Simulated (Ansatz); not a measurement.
C$_{7}$H$_{8}$ (`C=C1C=CC=CC1`), relaxed with RKS PBE-D4/def2-SVP in the Gaussian-basis code of Ansatz from a rough embedded geometry. The force threshold is 0.03 eV/Å; the program also tests the step.

The species carries charge 0 and has multiplicity 1.

Start:

```xyz
15

C     1.763    1.355    0.506
C     0.752    0.526    0.231
C     0.735   -0.826    0.743
C    -0.271   -1.679    0.494
C    -1.401   -1.283   -0.308
C    -1.473   -0.057   -0.827
C    -0.409    0.972   -0.626
H     1.791    2.364    0.130
H     2.595    1.046    1.114
H     1.578   -1.126    1.349
H    -0.257   -2.683    0.893
H    -2.188   -2.005   -0.473
H    -2.317    0.248   -1.431
H    -0.034    1.282   -1.610
H    -0.865    1.866   -0.185
```

| step | energy (eV) | largest force (eV/Å) | largest move (Å) |
| --- | --- | --- | --- |
| 1 | -7373.2310 | 0.818 | 0.000 |
| 2 | -7373.3534 | 0.214 | 0.041 |
| 3 | -7373.3626 | 0.040 | 0.014 |
| 4 | -7373.3627 | 0.026 | 0.003 |

End:

```xyz
15

C     1.792    1.375    0.518
C     0.762    0.533    0.234
C     0.750   -0.832    0.750
C    -0.274   -1.698    0.497
C    -1.421   -1.299   -0.312
C    -1.496   -0.055   -0.842
C    -0.418    0.974   -0.633
H     1.824    2.406    0.133
H     2.637    1.045    1.142
H     1.606   -1.144    1.369
H    -0.250   -2.718    0.912
H    -2.227   -2.029   -0.483
H    -2.362    0.243   -1.455
H    -0.045    1.305   -1.629
H    -0.878    1.893   -0.202
```

Run time 17 s (2 threads of an AMD EPYC 7R13 on a shared host); peak host memory 0.19 GiB.
